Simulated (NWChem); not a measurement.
Molecule: C$_{4}$H$_{8}$; SMILES C1CCC1

```xyz
12

C      0.7655     0.7655     0.1273
C      0.7655    -0.7655    -0.1273
C     -0.7655    -0.7655     0.1273
C     -0.7655     0.7655    -0.1273
H      1.0017     1.0017     1.1853
H      1.4024     1.4024    -0.5195
H      1.0017    -1.0017    -1.1853
H      1.4024    -1.4024     0.5195
H     -1.4024    -1.4024    -0.5195
H     -1.0017    -1.0017     1.1853
H     -1.0017     1.0017    -1.1853
H     -1.4024     1.4024     0.5195
```
Atoms are numbered in this order, from 1.

Computed with NWChem. Geometry: optimised at PBE-D3(BJ)/def2-SVP. Total energies compare along this basis series because the functional is fixed.

| level | basis functions | energy (Ha) | highest occupied level (eV) | orbital gap (eV) |
|---|---|---|---|---|
| PBE0/cc-pVDZ | 96 | -157.0239 | -8.51 | 10.45 |
| PBE0/aug-cc-pVDZ | 164 | -157.0323 | -8.55 | ? |
| PBE0/cc-pVTZ | 232 | -157.0674 | -8.56 | 9.88 |

**Question.** Fill in the missing entries.

**Answer.** 
- PBE0/aug-cc-pVDZ, orbital gap (eV): 8.59
